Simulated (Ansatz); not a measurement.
# C2H8N2: the cost of one run

Computed with Ansatz 0.2.0 through its Python package. Level of theory: Hartree-Fock/def2-SVP.

**1. The structure**

Bond lengths: N1–C2 1.463 Å, C2–C3 1.537 Å, C3–N4 1.463 Å, N1–H5 1.019 Å, N1–H6 1.019 Å, C2–H7 1.096 Å, C2–H8 1.096 Å, C3–H9 1.096 Å, C3–H10 1.096 Å, N4–H11 1.019 Å, N4–H12 1.019 Å. Angles (14 of 18 angles, heavy atoms first): N1–C2–C3 111.6°, C2–C3–N4 111.6°, N1–C2–H7 108.8°, N1–C2–H8 108.9°, C3–C2–H7 110.2°, C3–C2–H8 109.7°, C2–N1–H5 109.0°, C2–N1–H6 109.6°, C2–C3–H9 109.7°, C2–C3–H10 110.2°, N4–C3–H9 108.9°, N4–C3–H10 108.8°, C3–N4–H11 109.0°, C3–N4–H12 109.6°.

No structure file is read: the coordinates are typed or built in the script.

**2. The script**

c2h8n2.py

```python
# -*- coding: utf-8 -*-
import itertools

import ansatz as az
from ase import Atoms
from ase.data import atomic_numbers, covalent_radii
from ase.thermochemistry import IdealGasThermo
import numpy as np

molecule = (
    az.Crystal.molecule()
    .atom('N', (1.8406, 0.3571, -0.2374))
    .atom('C', (0.6141, 0.0267, 0.4883))
    .atom('C', (-0.5316, -0.3334, -0.4717))
    .atom('N', (-1.7779, -0.5899, 0.25))
    .atom('H', (2.5722, 0.5842, 0.435))
    .atom('H', (1.6927, 1.1987, -0.7925))
    .atom('H', (0.3302, 0.8828, 1.1112))
    .atom('H', (0.8144, -0.817, 1.1584))
    .atom('H', (-0.2647, -1.2265, -1.0479))
    .atom('H', (-0.6974, 0.4822, -1.185))
    .atom('H', (-2.5065, -0.8283, -0.4218))
    .atom('H', (-2.086, 0.2636, 0.7134))
)

job = molecule.calculation()
job = job.basis(gaussian='def2-SVP').functional('HF')
symbols = [site.symbol for site in molecule.cartesian_sites]
start = np.array([site.position_ang for site in molecule.cartesian_sites], dtype=float)
r = job.relax(force_tolerance=0.003).run().report
end = np.array(r['positions_ang'])

radius = [covalent_radii[atomic_numbers[s]] for s in symbols]
span = lambda where, i, j: np.linalg.norm(where[i] - where[j])
bonded = [(i, j) for i, j in itertools.combinations(range(len(symbols)), 2) if min(span(start, i, j), span(end, i, j)) < 1.2 * (radius[i] + radius[j])]
print('pair        before    after (A)')
for i, j in bonded:
    print(f'{symbols[i]}{i}-{symbols[j]}{j}'.ljust(10), f'{span(start, i, j):8.4f} {span(end, i, j):8.4f}')

minimum = az.Crystal.molecule()
for symbol, place in zip(symbols, end):
    minimum = minimum.atom(symbol, place.tolist())
vibrating = (
    minimum.calculation()
    .basis(gaussian='def2-SVP')
    .functional('HF')
    .phonons(temperatures=(100, 500, 100))
)
vib = vibrating.run().report['vibrations']
sums = vib['harmonic_sums']
modes = [m['omega_inv_cm'] for m in sums['modes_at_gamma'] if m['rigid_motion'] == 'no']
print('frequencies (1/cm):', ' '.join(f'{w:.0f}' for w in modes))
print('imaginary modes:', sum(w < 0 for w in modes), ' zero-point energy:', round(sums['zero_point_energy_ev'], 4), 'eV')
gas = IdealGasThermo(vib_energies=[w / 8065.544 for w in modes if w > 0], geometry='linear' if len(modes) == 3 * len(symbols) - 5 else 'nonlinear',
                     atoms=Atoms(symbols, positions=end), symmetrynumber=1, spin=0.0)
print(f'H(298 K) - E = {gas.get_enthalpy(298.15, verbose=False):.4f} eV')
print(f'S(298 K, 1 bar) = {96485.33 * gas.get_entropy(298.15, 1e5, verbose=False):.1f} J/(mol K) with symmetry number 1')
```

**3. The calls as engine input**

The package turns the script's settings into the engine's input (first run):

```yaml
crystal:
  periodic: [false, false, false]
  atoms:
    - { symbol: "N", position_ang: [1.8406, 0.3571, -0.2374] }
    - { symbol: C, position_ang: [0.6141, 0.0267, 0.4883] }
    - { symbol: C, position_ang: [-0.5316, -0.3334, -0.4717] }
    - { symbol: "N", position_ang: [-1.7779, -0.5899, 0.25] }
    - { symbol: H, position_ang: [2.5722, 0.5842, 0.435] }
    - { symbol: H, position_ang: [1.6927, 1.1987, -0.7925] }
    - { symbol: H, position_ang: [0.3302, 0.8828, 1.1112] }
    - { symbol: H, position_ang: [0.8144, -0.817, 1.1584] }
    - { symbol: H, position_ang: [-0.2647, -1.2265, -1.0479] }
    - { symbol: H, position_ang: [-0.6974, 0.4822, -1.185] }
    - { symbol: H, position_ang: [-2.5065, -0.8283, -0.4218] }
    - { symbol: H, position_ang: [-2.086, 0.2636, 0.7134] }
basis:
  gaussian:
    orbitals: def2-SVP
hamiltonian:
  xc: hf
relax:
  f_tol: 0.003
```

**4. The run**

Command:

```
$ python c2h8n2.py
```

What time and memory should one allow on 1 thread of Intel Xeon 6975P-C (Granite Rapids), shared host?

About 42 s, with a peak of 0.3 GiB.
